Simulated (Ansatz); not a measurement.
C3H5NO can be A, `CC1=C(O)N1`, or B, `CCOC#N`.

Program: Ansatz. Geometries: PBE0-D4/def2-TZVP. ΔE: electronic, gas phase. CBS: MP2 limit from def2 TZ/QZ plus the TZ coupled-cluster correction, frozen cores. Functionals use def2-TZVPP. One conformer a species, not always the lowest.

(1) Which isomer does CCSD(T)/CBS put lower? Give the gap. (An estimate is asked.)

(2) Give E(B) − E(A) in kcal/mol with CCSD(T)/def2-SVP, B2PLYP, PBE0-D4, ωB97M-V, HF/def2-TZVPP, r2SCAN-D4, MP2/def2-TZVPP. (Estimate.)

(3) Does the order hold for the free energy at 298.15 K (harmonic terms from PBE0-D4)? (Estimate.)

Largest T1 diagnostic: 0.013.

Answers

(1) The calculation gave: B, by 53.4 kcal/mol.

(2) Computed: CCSD(T)/def2-SVP -59.1, B2PLYP -55.7, PBE0-D4 -48.3, ωB97M-V -52.7, HF/def2-TZVPP -65.1, r2SCAN-D4 -51.0, MP2/def2-TZVPP -55.2. None reverses the order clearly.

(3) The calculation gave: Yes: G(B) − G(A) = -52.3 kcal/mol, for one conformer each.

Leaving LDA and LC-ωPBE aside and taking each functional with its dispersion term where it has one, the values, not all of them listed here, spread over 10.1 kcal/mol, from BHLYP-D4 to PBE-D4. LDA lies +4.9 kcal/mol from PBE without D4. From PBE to PBE0 (25 % exact exchange), in def2-TZVPP and without D4, E(B) − E(A) moves by −1.7 kcal/mol.
